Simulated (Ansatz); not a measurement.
# ClFSi: the cost of one run

Program: Ansatz 0.2.0, Gaussian basis. Level of theory: def2-QZVPP, core rule «outside noble gas», up to 11 orbitals frozen. These are calculated values, not measurements.

The runs, in order: UHF; ROHF; CCSD(T) on UHF.

4 further runs of the same task are left out: 4 set aside as unsound or not needed.

## Step 1: What is computed

The geometry is a PBE0/def2-TZVP stationary point (not a proven minimum).

3 atoms, charge 0, spin multiplicity 3.

Atoms are counted from 1 here; the program's logs count them from 0.

Bond lengths: Cl1–Si2 2.041 Å, Si2–F3 1.602 Å. Angles: Cl1–Si2–F3 116.3°.

## Step 2: UHF

in.yaml reads:

```yaml
crystal:
  periodic: [false, false, false]
  atoms:
    - {symbol: Cl, position_ang: [0.000000, -0.165216, 1.357873]}
    - {symbol: Si, position_ang: [0.000000, 0.563381, -0.548185]}
    - {symbol: F, position_ang: [0.000000, -0.524541, -1.723546]}
basis:
  gaussian: {orbitals: "def2-QZVPP.json"}
magnetization: {spin_polarized: true, initial_magnetization: 2}
hamiltonian: {xc: hf}
output: {orbitals: {seedname: orbitals}}
```

On the command line:

```sh
$ ansatz run in.yaml --threads 1 --pin off --events-out ev --progress --plain --max-ram 2393MiB
```

Q: Estimate wall time and peak memory on 1 thread of Arm Neoverse N1, shared host.

About 11 s, with a peak of 0.43 GiB.
